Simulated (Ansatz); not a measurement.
Gas-phase electronic energies from Ansatz, PBE0-D4/def2-TZVP geometries. CBS: def2 TZ/QZ extrapolation, frozen cores. DFT in def2-TZVPP. B3LYP here is the variant with VWN-RPA as its local correlation; programs differ in this. Open shells (•) are unrestricted, without spin–orbit coupling. Spin–orbit coupling would lower the free atoms: a little for F.

Reaction (hydrogen abstraction from the F–H bond): H–F + H• → F• + H₂

```
             level  ΔE (kcal/mol)  difference from CCSD(T)/CBS
            B97M-V           28.9                         -3.5
          B3LYP-D4           28.1                         -4.3
        r2SCAN0-D4           26.5                         -5.9
           ωB97M-V           30.3                         -2.1
             BHLYP           22.4                        -10.0
         CAM-B3LYP           30.0                         -2.4
CCSD(T)/def2-TZVPP           29.5                         -2.9
    CCSD/CBS(def2)           30.1                         -2.3
    HF/cc-pV(T+d)Z           12.1                        -20.3
   CCSD(T)/CBS(cc)           32.1                         -0.3
       CCSD(T)/CBS           32.4                            0
```

Largest T1 diagnostic among the species: 0.008.

Leaving LDA and LC-ωPBE aside and taking each functional with its dispersion term where it has one, the values, not all of them listed here, spread over 13.9 kcal/mol, from BHLYP-D4 to PBE-D4. LDA lies +11.8 kcal/mol from PBE without D4. From BLYP to BHLYP (50 % exact exchange), in def2-TZVPP and without D4, ΔE moves by −8.0 kcal/mol.

CCSD(T)/CBS has its own doubt, a few kJ/mol and more with outer-core shells, so smaller differences from it don't rank the levels.
